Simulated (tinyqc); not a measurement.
CCSD on RHF in the sto-3g basis, for LiH, spin multiplicity 1, step by step. One step of it, computed by the program tinyqc.

Problem. Orthogonalisation. S = U s U^T; symmetric (Loewdin) form X = U s^(-1/2) U^T, so that X^T S X = 1.

overlap S, order 1Li 1s, 1Li 2s, 1Li 2px, 1Li 2py, 1Li 2pz, 2H 1s:
```
[[1.000000, 0.241137, 0.000000, 0.000000, 0.000000, 0.029213],
 [0.241137, 1.000000, 0.000000, 0.000000, 0.000000, 0.304194],
 [0.000000, 0.000000, 1.000000, 0.000000, 0.000000, 0.000000],
 [0.000000, 0.000000, 0.000000, 1.000000, 0.000000, 0.000000],
 [0.000000, 0.000000, 0.000000, 0.000000, 1.000000, 0.427821],
 [0.029213, 0.304194, 0.000000, 0.000000, 0.427821, 1.000000]]
```

Give: eigenvalues of S; X.

Solution.

eigenvalues of S: [0.4616, 0.8029, 1.0000, 1.0000, 1.1808, 1.5547]

X, order 1Li 1s, 1Li 2s, 1Li 2px, 1Li 2py, 1Li 2pz, 2H 1s:
```
[[1.0234, -0.1303, 0.0000, 0.0000, -0.0070, 0.0178],
 [-0.1303, 1.0689, 0.0000, 0.0000, 0.0632, -0.1900],
 [0.0000, 0.0000, 1.0000, 0.0000, 0.0000, 0.0000],
 [0.0000, 0.0000, 0.0000, 1.0000, 0.0000, 0.0000],
 [-0.0070, 0.0632, 0.0000, 0.0000, 1.0867, -0.2616],
 [0.0178, -0.1900, 0.0000, 0.0000, -0.2616, 1.1312]]
```
